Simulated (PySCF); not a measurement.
Species: C2H4Cl, charge 0, multiplicity 2. It need not be the lowest isomer of its formula. SMILES: [CH2]CCl
Coordinates optimised at B3LYP-D3(BJ)/def2-TZVP (Ansatz):
```
C
H 1 1.0854
H 1 1.0854 2 110.78
C 1 1.4545 2 113.91 3 -129.98
H 4 1.0807 1 120.31 2 -31.97
H 4 1.0807 5 118.26 1 167.92
Cl 1 1.8760 2 103.74 3 110.75
```
Charge 0, spin multiplicity 2.

Dispersion corrections to the total energy (kcal/mol) from the dftd3 and dftd4 libraries through PySCF: D3(BJ) without and D4 with the three-body term, each with the damping fitted for the functional named.

```json
[
 {"functional": "PBE", "D3(BJ)": "-2.66", "D4": "-2.37"},
 {"functional": "TPSS", "D3(BJ)": "[?]", "D4": "-3.22"},
 {"functional": "revPBE", "D3(BJ)": "-7.04", "D4": "-8.36"},
 {"functional": "r2SCAN", "D3(BJ)": "-0.69", "D4": "-0.55"},
 {"functional": "BP86", "D3(BJ)": "[?]", "D4": "-3.08"},
 {"functional": "CAM-B3LYP", "D3(BJ)": "[?]", "D4": "-1.95"},
 {"functional": "HSE06", "D3(BJ)": "-1.63", "D4": "-1.80"}
]
```

Complete the blanks.


- TPSS, D3(BJ): -3.32
- BP86, D3(BJ): -4.11
- CAM-B3LYP, D3(BJ): -1.96
